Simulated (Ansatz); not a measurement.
Working through a rigid scan of one bond length of ClHSi, SMILES [SiH]Cl

Computed with the Python package of Ansatz (0.2.0).

Run as a notebook:

**Cell 1**
```python
import ansatz as az
from ase import Atoms
import numpy as np

atoms = Atoms(['Si', 'Cl', 'H'], positions=[
    [-0.4476, 0.4308, -0.2066],
    [1.3, 0.4345, 0.7614],
    [-0.8634, -0.9301, -0.5681],
])
molecule = az.Crystal.molecule_from_ase(atoms)
```

**Cell 2**
```python
symbols = [site.symbol for site in molecule.cartesian_sites]
start = np.array([site.position_ang for site in molecule.cartesian_sites])
axis = (start[1] - start[0]) / np.linalg.norm(start[1] - start[0])
moving = [1]
lengths, energies = [1.7, 1.84, 2.0, 2.2, 2.5, 3.0, 3.6, 4.4], []
for length in lengths:
    xyz = start.copy()
    xyz[moving] += (length - np.linalg.norm(start[1] - start[0])) * axis
    point = az.Crystal.molecule()
    for symbol, place in zip(symbols, xyz):
        point = point.atom(symbol, place.tolist())
    job = (
        point.calculation()
        .basis(gaussian='cc-pVDZ')
        .functional('pbe')
    )
    rep = job.run(threads=1).report
    energies.append(rep['free_energy_ev'])
    print(f'r = {length:6.3f} A  E = {energies[-1]:.5f} eV  <S^2> = {abs(rep["mean_field"]["state"]["spin_squared"]):.3f}')
```
Output:
```text
r =  1.700 A  E = -20404.14046 eV  <S^2> = 0.000
r =  1.840 A  E = -20405.81163 eV  <S^2> = 0.000
r =  2.000 A  E = -20406.57586 eV  <S^2> = 0.000
r =  2.200 A  E = -20406.66965 eV  <S^2> = 0.000
r =  2.500 A  E = -20406.11614 eV  <S^2> = 0.000
r =  3.000 A  E = -20404.90896 eV  <S^2> = 0.000
r =  3.600 A  E = -20403.83801 eV  <S^2> = 0.000
r =  4.400 A  E = -20403.07580 eV  <S^2> = 0.000
```

**Cell 3**
```python
print('energy above the lowest point (eV):', [round(e - min(energies), 3) for e in energies])
```
Output:
```text
energy above the lowest point (eV): [2.529, 0.858, 0.094, 0.0, 0.554, 1.761, 2.832, 3.594]
```

Total energies depend on the basis set; only differences at equal settings carry meaning. The rest of the molecule is held rigid at a force-field or estimated start geometry, and the basis set is modest; single-reference methods fail as a bond breaks. The orbitals are restricted, so S² is zero by construction. Toward dissociation an unrestricted state can lie under the restricted one, by tenths of an eV for polar bonds under a functional and by 1 to 2 eV or more for others. The whole script took 10 s on 1 thread of Arm Neoverse V2 (shared host), peak memory 0.15 GiB.

(Lines on the test bed's own set-up are left out of the output.)
